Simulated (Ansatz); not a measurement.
Compare A (`C=Cc1ccccc1`) with its isomer B (`c1ccc2c(c1)CC2`).

Calculated with Ansatz (gas phase, PBE0-D4/def2-TZVP geometries, no zero-point term in ΔE). CBS: MP2 limit from def2 TZ/QZ plus the TZ coupled-cluster correction, frozen cores. Functionals use def2-TZVPP. B3LYP here is the variant with VWN-RPA as its local correlation; programs differ in this. One conformer a species, not always the lowest.

(1) Which is lower in electronic energy at CCSD(T)/CBS, and by how much? (Best estimate.)

(2) Give E(B) − E(A) in kcal/mol with PBE0-D4, B3LYP-D4, CCSD(T)/def2-TZVPP, ωB97M-V, PBE-D4, MP2/def2-TZVPP, r2SCAN-D4. (An estimate is asked.)

(3) Does the order hold for the free energy at 298.15 K (harmonic terms from PBE0-D4)? (Estimate.)

Largest T1 diagnostic: 0.010.

Results:

(1) The calculation gave: A, by 11.8 kcal/mol.

(2) Computed: PBE0-D4 7.9, B3LYP-D4 14.3, CCSD(T)/def2-TZVPP 11.5, ωB97M-V 9.9, PBE-D4 9.4, MP2/def2-TZVPP 9.4, r2SCAN-D4 11.6. None reverses the order clearly.

(3) Computed: Yes: G(B) − G(A) = +14.2 kcal/mol, for one conformer each. Modes under 60 cm⁻¹, often nearly free rotors, make the harmonic entropy too high.

From PBE to PBE0 (25 % exact exchange), in def2-TZVPP and without D4, E(B) − E(A) moves by −1.5 kcal/mol. At CCSD(T), def2-SVP lies −1.2 kcal/mol from the extrapolated value and def2-TZVPP −0.3 kcal/mol.
